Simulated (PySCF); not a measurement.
## Which method gave which barrier?

Saddle point of AlNH6S, singlet (AlH₃S ([AlH2][SH]) + NH₃ → AlNH₄ ([NH2][AlH2]) + H₂S (still joined by a long Al–S bond); bonds formed: S2–H5; dative contacts that become bonds: Al1–N6; bonds broken: H5–N6; bonds weakened to dative contacts: Al1–S2), PBE0-D4/def2-TZVP structure:

Al1  (-0.795, -0.120, -0.637)
S2  (1.014, 1.637, -0.446)
H3  (-0.340, -1.013, -1.869)
H4  (-2.140, 0.720, -0.578)
H5  (0.826, 0.663, 0.614)
N6  (-0.152, -0.674, 1.016)
H7  (1.936, 0.874, -1.057)
H8  (0.356, -1.544, 1.105)
H9  (-0.705, -0.542, 1.852)
(Å)

Computed with PySCF 2.14 with density fitting (its default auxiliary sets; JK sets also for MP2 and CCSD(T)) (basis: def2-TZVPP, with def2-QZVPP for the basis limit); correlated methods freeze the cores. B3LYP uses VWN-RPA correlation. Extrapolation: Hartree–Fock as exp(−7.88 √X), correlation as X^−2.97. Four methods, as single points on the PBE0-D4 structures, gave these electronic barriers from the start structure: 25.56, 28.77, 30.63, 39.97 kcal/mol.

Q: The methods were, in alphabetical order, B3LYP-D4, HF, MP2, PBE-D4. Which gave which? (Judge from chemistry; the calculation decides.)

A: The calculation gives: PBE-D4 25.56; B3LYP-D4 28.77; MP2 30.63; HF 39.97 kcal/mol. For comparison, CCSD(T) at an estimated basis limit (MP2 extrapolated from triple and quadruple zeta, plus CCSD(T) − MP2 in triple zeta) gives 31.41 kcal/mol.

The T1 diagnostic stays at or below 0.011.

Labels in which every atom is bracketed show which atoms are joined, not bond orders.

For scale, one of the runs: CCSD(T)/def2-TZVPP, 199 basis functions, launched by `OMP_NUM_THREADS=4 python run.py`. Time: 5 min of wall clock on 4 CPU threads of an Arm Neoverse V1; the host was shared. Peak host memory: 2.1 GiB.
